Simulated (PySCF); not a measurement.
Gas-phase reaction: NH3 + SiH4 ⇌ HSiNH2 + 2 H2

Method: PySCF energies (xtb for GFN2) plus ideal-gas RRHO corrections (1 bar). † marks an energy on the PBE0/def2-TZVP geometry and frequencies; other levels use their own. CCSD(T) freezes the core. 6-31G* has spherical d functions here. All species are closed-shell singlets. B3LYP is the form with VWN-RPA correlation. HSiNH2: computed as isolated molecules; such fragments, hydroxides, amides, oligomers or adducts are transient or little studied in the gas. CCSD(T) isn't extrapolated to the basis-set limit; its ΔH°(298 K) is 132.7 kJ in def2-SVP and 128.1 kJ in def2-TZVPP. The harmonic model lacks anharmonicity and excited electronic states, which grow with temperature; levels with a mode under 35 cm⁻¹ are left out. Internal rotation in HSiNH2 is treated as a harmonic vibration of one conformer, which makes the entropy rough.

ΔH° and ΔS° at 298 K: B3LYP/6-31G* 114 kJ, 109 J/K; CCSD(T)/def2-TZVPP† 128 kJ, 109 J/K; GFN2-xTB 216 kJ, 114 J/K; HF/def2-TZVP† 153 kJ, 109 J/K.

Task: With the heat capacities included, give log10 K (1 bar) at 500, 600, 1200, 1400, 2000 K from B3LYP/6-31G*, CCSD(T)/def2-TZVPP†, GFN2-xTB, HF/def2-TZVP†.

Result: 
| T (K) | B3LYP/6-31G* | CCSD(T)/def2-TZVPP† | GFN2-xTB | HF/def2-TZVP† |
|---|---|---|---|---|
| 500 | -6.1 | -7.5 | -16.4 | -10.1 |
| 600 | -4.0 | -5.2 | -12.5 | -7.4 |
| 1200 | 1.4 | 0.8 | -2.7 | -0.3 |
| 1400 | 2.2 | 1.7 | -1.3 | 0.8 |
| 2000 | 3.6 | 3.2 | 1.3 | 2.6 |
